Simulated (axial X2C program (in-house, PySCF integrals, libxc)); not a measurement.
# Outer orbitals of NaP⁻ at 2.612 Å, HF

Calculated with an in-house relativistic program for diatomic molecules. Spin-free means the one-electron spin-free X2C Hamiltonian; two-component (2c) means X2C with spin–orbit coupling and atomic mean-field two-electron Coulomb and Gaunt terms, so the difference of the two also holds small scalar two-electron terms. Basis: P dyall-av3z [9s8p3d2f], Na dyall-av3z [10s9p5d2f] (cores contracted in-house); Gaussian nuclei, density fitting, unrestricted open shells. Masses: P 30.974 u, Na 22.990 u.

The distance is close to the 2c PBE0 minimum; the highest filled and lowest empty levels are listed.

Spin-free orbitals, state M_S = 3/2, Λ = 0 (beyond evenly filled blocks: σα, π+α, π-α) (Löwdin shares):

```json
{"symmetry": "σα", "occupied": "yes", "ε (eV)": "-16.41", "atomic character": "83% P s, 8% Na p, 6% Na d"}
{"symmetry": "σβ", "occupied": "yes", "ε (eV)": "-11.66", "atomic character": "81% P s, 8% Na p, 6% Na d"}
{"symmetry": "π+α", "occupied": "yes", "ε (eV)": "-5.12", "atomic character": "92% P p, 5% Na d, 3% Na p"}
{"symmetry": "π-α", "occupied": "yes", "ε (eV)": "-5.12", "atomic character": "92% P p, 5% Na d, 3% Na p"}
{"symmetry": "σα", "occupied": "yes", "ε (eV)": "-4.10", "atomic character": "85% P p, 8% Na s, 4% Na p"}
{"symmetry": "σβ", "occupied": "yes", "ε (eV)": "-3.12", "atomic character": "84% P p, 8% Na s, 5% Na p"}
{"symmetry": "σα", "occupied": "yes", "ε (eV)": "-0.59", "atomic character": "61% Na s, 31% Na p, 5% P p"}
{"symmetry": "π-α", "occupied": "no", "ε (eV)": "1.67", "atomic character": "100% Na p"}
{"symmetry": "π+α", "occupied": "no", "ε (eV)": "1.67", "atomic character": "100% Na p"}
{"symmetry": "π-β", "occupied": "no", "ε (eV)": "1.69", "atomic character": "100% Na p"}
{"symmetry": "π+β", "occupied": "no", "ε (eV)": "1.69", "atomic character": "100% Na p"}
```

Spinors with spin–orbit coupling (state Ω = 3/2):

```json
{"ω": "1/2", "occupied": "yes", "ε (eV)": "-16.41", "atomic character": "83% P s, 8% Na p, 6% Na d", "λ mixture": "100% σ"}
{"ω": "-1/2", "occupied": "yes", "ε (eV)": "-11.66", "atomic character": "81% P s, 8% Na p, 6% Na d", "λ mixture": "100% σ"}
{"ω": "-1/2", "occupied": "yes", "ε (eV)": "-5.14", "atomic character": "92% P p, 5% Na d, 3% Na p", "λ mixture": "100% π"}
{"ω": "3/2", "occupied": "yes", "ε (eV)": "-5.10", "atomic character": "92% P p, 5% Na d, 3% Na p", "λ mixture": "100% π"}
{"ω": "1/2", "occupied": "yes", "ε (eV)": "-4.10", "atomic character": "85% P p, 8% Na s, 4% Na p", "λ mixture": "100% σ"}
{"ω": "-1/2", "occupied": "yes", "ε (eV)": "-3.12", "atomic character": "84% P p, 8% Na s, 5% Na p", "λ mixture": "100% σ"}
{"ω": "1/2", "occupied": "yes", "ε (eV)": "-0.59", "atomic character": "61% Na s, 31% Na p, 5% P p", "λ mixture": "100% σ"}
{"ω": "-1/2", "occupied": "no", "ε (eV)": "1.67", "atomic character": "100% Na p", "λ mixture": "100% π"}
{"ω": "3/2", "occupied": "no", "ε (eV)": "1.67", "atomic character": "100% Na p", "λ mixture": "100% π"}
{"ω": "1/2", "occupied": "no", "ε (eV)": "1.69", "atomic character": "100% Na p", "λ mixture": "100% π"}
{"ω": "-3/2", "occupied": "no", "ε (eV)": "1.69", "atomic character": "100% Na p", "λ mixture": "100% π"}
```

Mulliken charges and populations of the two-component result (they depend on the basis, above all on diffuse functions):

P -0.86 e (s 5.98 p 9.86 d 0.01), Na -0.14 e (s 4.84 p 6.29 d 0.01). ⟨Lz⟩ = 0.00 ħ and ⟨Sz⟩ = 1.50 ħ (0.99 and 0.51 on the two atoms), which add up to Ω.

The state is one determinant with fixed occupations, lowest in a PBE0 search at one distance only: followed along the bond, the 2c determinant Ω = 1/2 reaches 0.14 eV lower at PBE0, at Re = 2.792 Å, so the state shown is not the lowest. With several unpaired electrons one determinant need not be a pure state. A state of lower Ω lies just above, and one determinant can place such states too high, so the state shown need not be the lowest. The search has Ω = 1/2 only 0.03 eV up. This is the top spin component of a Σ state; components of lower Ω are not single determinants and can lie lower.
